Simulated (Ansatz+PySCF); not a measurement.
The numbers below are computed, except where a source is named.
Input for PySCF 2.14.0:

```python
from pyscf import gto, scf, cc

mol = gto.M(atom="""
Mg 0.000000 0.000000 0.000000
O 0.000000 0.000000 2.320000
""", basis='sto-3g', charge=0, spin=0)
mf = scf.RHF(mol)
mf.kernel()
mycc = cc.CCSD(mf, frozen=6).run()
et = mycc.ccsd_t()
print(mf.e_tot, mycc.e_corr, et, mycc.e_tot + et)
```

The script is written out from the run's settings.

The run gave:

| Quantity | Value |
| --- | --- |
| Converged | yes |
| Reference energy | -270.71928 hartree |
| CCSD correlation energy | -0.07178 hartree |
| Triples correction | -0.00055 hartree |
| Total energy | -270.79161 hartree |
| Spin squared of the determinant | 0.000 |

Caution: bonds are stretched, where a single reference can fail; an unrestricted determinant lies well below.
